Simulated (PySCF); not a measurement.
Excitations are Tamm–Dancoff values on a coarser integration grid. The basis has no diffuse functions, so Rydberg states are missing or too high.

Cartesian coordinates (Å):
```xyz
9

C     -0.8492     0.3446     0.3359
C      0.3669    -0.5701     0.3565
O      1.4819    -0.0001     1.0483
H     -1.1464     0.6177     1.3582
H     -0.6375     1.2719    -0.2203
H     -1.7018    -0.1485    -0.1558
H      0.6482    -0.8548    -0.6760
H      0.1382    -1.4996     0.8985
H      1.6997     0.8390     0.6073
```
Charge 0, spin multiplicity 1.

Question: Predict the T1 excitation (TDA), S1 oscillator strength, HOMO–LUMO gap, total energy, LUMO, HOMO, S1–T1 gap (TDA) and S1 excitation (TDA) from PySCF 2.14.0 with PBE-D3(BJ)/def2-TZVP.

Answer: 
```
Property                       Value
----------------------  ------------
T1 excitation (TDA)          6.14 eV
S1 oscillator strength         0.009
HOMO–LUMO gap                6.32 eV
total energy            -154.9099 Ha
LUMO                         0.17 eV
HOMO                        -6.15 eV
S1–T1 gap (TDA)              0.30 eV
S1 excitation (TDA)          6.44 eV
```
